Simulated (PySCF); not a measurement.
Computed properties of tetrafluoroethylene (C₂F₄), SMILES FC(F)=C(F)F

tetrafluoroethylene (C2F4), SMILES FC(F)=C(F)F. The structure is a stationary point at B3LYP-D3(BJ)/def2-SVP. Other conformers were not sampled. All values are computed for the isolated molecule unless a solvent is named; none is compared with measurement here.

**Structure.** The optimised structure has D2h symmetry. All 12 harmonic modes at B3LYP-D3(BJ)/def2-SVP (PySCF) are real, so it is a minimum. With heavy atoms numbered as in [F:1][C:2]([F:3])=[C:4]([F:5])[F:6], the shortest bond between them is C2–F3 at 1.316 Å and the longest C2–C4 at 1.332 Å.

**Vibrations.** The strongest infrared lines (harmonic, unscaled, degenerate partners summed) lie at 1370 cm⁻¹ (422 km/mol, C 68 %, F 32 %), 1211 cm⁻¹ (396 km/mol, C 61 %, F 39 %), 210 cm⁻¹ (5 km/mol, F 92 %). The softest mode is at 198 cm⁻¹ and the zero-point energy is 13.7 kcal/mol.

**Electronic structure.** PBE0/def2-TZVP (PySCF) places the frontier levels at -7.55 and 0.73 eV, a gap of 8.28 eV, and gives a dipole moment of 0.00 D and a mean polarisability of 26.5 bohr³. PBE/def2-TZVP (PySCF) at the same geometry gives -6.06 and -0.31 eV, so its gap is 2.53 eV narrower. An orbital gap is neither the optical nor the fundamental gap.

**Excitations.** TDDFT-B3LYP/def2-SVPD (PySCF) has S1 at 6.50 eV (191 nm, f = 0.013, weak); the most intense of the 10 singlets computed lies at 8.20 eV (f = 0.40). T1 (TDA) is at 4.63 eV. TDDFT-PBE/def2-SVPD (PySCF) puts S1 at 6.03 eV. No vertical singlet excitation falls in the visible range (under 3.1 eV).

**NMR.** GIAO shifts at B3LYP/pcSseg-1 (PySCF) (non-relativistic, atoms alike by connectivity averaged): ¹³C at 157.4 ppm against TMS; ¹⁹F at -145.7 ppm against CFCl3.
